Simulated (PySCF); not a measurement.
Fluoroacetonitrile, C2H2FN.
SMILES with atom numbers: `[N:1]#[C:2][CH2:3][F:4]` (hydrogens: H5, H6 on C3)

Cartesian coordinates in Å at the GFN2-xTB level; atoms count from 1:
```
atom  x, y, z in Å
N1     2.125    0.051   -0.044
C2     0.985    0.002   -0.023
C3    -0.464   -0.066    0.005
F4    -1.018    1.186    0.031
H5    -0.795   -0.596    0.907
H6    -0.830   -0.574   -0.897
```

Level of theory: PBE0/pcSseg-1 in PySCF (dipole) on a GFN2-xTB geometry, gas phase.

Take the most abundant isotopes and a rigid rotor. 

Task: What are A, B and C (MHz)?

Result: Ia = 13.59, Ib = 104.18, Ic = 114.49 u·Å²; 505379 MHz·u·Å²/I gives A = 37183, B = 4851, C = 4414 MHz.

Task: What kind of rotor is it?

Result: A near-prolate asymmetric top: κ = (2 × 4851 − 37183 − 4414)/(37183 − 4414) = -0.97.

Task: What does the inertial defect say?

Result: Not planar: Δ = Ic − Ia − Ib = -3.28 u·Å². For a rigid frame Δ = −2 Σ m c², so Σ m c² = 1.64 u·Å² lies off the ab plane, practically all of it from hydrogen. The atom farthest from that plane is 0.90 Å away.

Task: Predict some low-J microwave lines.

Result: The dipole components are |μa| = 2.03 D, |μb| = 2.51 D, |μc| = 0.00 D; the mirror of this Cs structure is the ab plane, so μc vanishes by symmetry and there are no c-type lines. The squared components, which scale the intensities, stand as 0.66 : 1.00 (a : b). Some lines, for components of 0.1 D or more:

```json
{"type": "a", "branch": "Q", "J(Ka,Kc)": "1(1,0) ← 1(1,1)", "MHz": "437", "lower level (cm⁻¹)": "1.388"}
{"type": "a", "branch": "Q", "J(Ka,Kc)": "3(1,2) ← 3(1,3)", "MHz": "2621", "lower level (cm⁻¹)": "2.896"}
{"type": "a", "branch": "R", "J(Ka,Kc)": "1(0,1) ← 0(0,0)", "MHz": "9265", "lower level (cm⁻¹)": "0.000"}
{"type": "a", "branch": "R", "J(Ka,Kc)": "2(1,2) ← 1(1,1)", "MHz": "18093", "lower level (cm⁻¹)": "1.388"}
{"type": "a", "branch": "R", "J(Ka,Kc)": "2(0,2) ← 1(0,1)", "MHz": "18526", "lower level (cm⁻¹)": "0.309"}
{"type": "a", "branch": "R", "J(Ka,Kc)": "2(1,1) ← 1(1,0)", "MHz": "18967", "lower level (cm⁻¹)": "1.402"}
{"type": "a", "branch": "R", "J(Ka,Kc)": "3(0,3) ← 2(0,2)", "MHz": "27777", "lower level (cm⁻¹)": "0.927"}
{"type": "a", "branch": "R", "J(Ka,Kc)": "3(2,1) ← 2(2,0)", "MHz": "27813", "lower level (cm⁻¹)": "5.270"}
{"type": "a", "branch": "R", "J(Ka,Kc)": "3(1,2) ← 2(1,1)", "MHz": "28447", "lower level (cm⁻¹)": "2.035"}
{"type": "b", "branch": "Q", "J(Ka,Kc)": "1(1,0) ← 1(0,1)", "MHz": "32769", "lower level (cm⁻¹)": "0.309"}
{"type": "b", "branch": "Q", "J(Ka,Kc)": "2(1,1) ← 2(0,2)", "MHz": "33210", "lower level (cm⁻¹)": "0.927"}
{"type": "b", "branch": "Q", "J(Ka,Kc)": "3(1,2) ← 3(0,3)", "MHz": "33880", "lower level (cm⁻¹)": "1.854"}
{"type": "b", "branch": "R", "J(Ka,Kc)": "1(1,1) ← 0(0,0)", "MHz": "41597", "lower level (cm⁻¹)": "0.000"}
{"type": "b", "branch": "R", "J(Ka,Kc)": "3(1,3) ← 2(0,2)", "MHz": "59037", "lower level (cm⁻¹)": "0.927"}
{"type": "b", "branch": "Q", "J(Ka,Kc)": "2(2,0) ← 2(1,1)", "MHz": "97001", "lower level (cm⁻¹)": "2.035"}
{"type": "b", "branch": "Q", "J(Ka,Kc)": "2(2,1) ← 2(1,2)", "MHz": "98307", "lower level (cm⁻¹)": "1.991"}
{"type": "b", "branch": "Q", "J(Ka,Kc)": "3(2,2) ← 3(1,3)", "MHz": "98965", "lower level (cm⁻¹)": "2.896"}
{"type": "b", "branch": "R", "J(Ka,Kc)": "2(2,1) ← 1(1,0)", "MHz": "115963", "lower level (cm⁻¹)": "1.402"}
{"type": "b", "branch": "R", "J(Ka,Kc)": "3(2,2) ← 2(1,1)", "MHz": "124791", "lower level (cm⁻¹)": "2.035"}
{"type": "b", "branch": "R", "J(Ka,Kc)": "3(2,1) ← 2(1,2)", "MHz": "126124", "lower level (cm⁻¹)": "1.991"}
{"type": "b", "branch": "Q", "J(Ka,Kc)": "3(3,0) ← 3(2,1)", "MHz": "162733", "lower level (cm⁻¹)": "6.198"}
{"type": "b", "branch": "R", "J(Ka,Kc)": "3(3,1) ← 2(2,0)", "MHz": "190546", "lower level (cm⁻¹)": "5.270"}
```

No GFN2-xTB frequencies stand behind this structure, so it isn't proved a minimum. These are rigid-rotor constants of the computed structure; measured ground-state constants (B0) also hold zero-point vibration. Quadrupole hyperfine structure (14N) is left out.

On Arm Neoverse V1, one thread, shared host, this took 3.9 s of wall time. This is the PBE0/pcSseg-1 job that gave the dipole, with the shieldings it also computed.
